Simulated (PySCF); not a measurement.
# How well do the runs reproduce experiment for hydrogen cyanide?

**Measured values to compare with.**

From NIST CCCBDB Release 22 (SRD 101), experimental dipoles, for the gas: dipole moment (microwave Stark effect, vibrational ground state) 2.98 D.

How close the calculation comes is told at the end.

Species: hydrogen cyanide, HCN.
Numbering: `[CH:1]#[N:2]` (hydrogens: H3 on C1)

Structure used (PBE/def2-TZVP), in Å, numbered top down from 1:
```xyz
3
HCN angstrom
C     -0.0292   -0.0020   -0.0058
N      1.1290    0.0206   -0.0131
H     -1.1048   -0.0228    0.0008
```

The PySCF runs (gas phase, on this PBE/def2-TZVP geometry; no spin–orbit coupling):

| level | job | basis functions | wall time |
| --- | --- | --- | --- |
| PBE/def2-TZVP, grid level 1 | geometry optimisation from a GFN2-xTB start | 68 | 2.5 s |

Hardware: one thread, Arm Neoverse V1 (aarch64), no GPU (shared host).

Results beside the measurements:

**Dipole moment.** Measured: 2.98 D (NIST CCCBDB Release 22 (SRD 101), experimental dipoles).

| level | computed (D) | computed − measured (D) | % (from the printed values) |
| --- | --- | --- | --- |
| PBE/def2-TZVP | 2.93 | -0.05 | -2 |

The computed dipoles belong to one fixed geometry; measured ones are averaged over vibrations unless marked μe. Magnitudes are compared, not signs.

No measured geometry was used, and the causes of the misses weren't examined.
